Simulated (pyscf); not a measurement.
Thermochemistry of product channels of HO–Zr(F)(F)–F + hydrogen chloride (HCl) on the singlet surface, in kcal/mol, from ωB97M-D3(BJ)/def2-TZVP energies (ideal gas, 1 atm, RRHO with modes under 100 cm⁻¹ raised to 100, one conformer, R ln 2 for rigid chiral ones). Optimised with ωB97X-D3(BJ)/def2-SVP in PySCF.

| products | ΔE | ΔH(298 K) | ΔG(600 K) | ΔG(1200 K) |
|---|---|---|---|---|
| HO–ZrH(F)–F + F–Cl | ___ | +120.5 | +118.1 | +115.9 |
| HO–Zr(F)(F)–Cl + hydrogen fluoride (HF) | +5.0 | +6.3 | +5.2 | +3.9 |

Task: What belongs in the gaps?

Result: 
- HO–ZrH(F)–F + F–Cl, ΔE: +121.7

These are energies of the channels, which say nothing of barriers. Elements past Kr carry the def2 core potentials, without spin-orbit coupling.
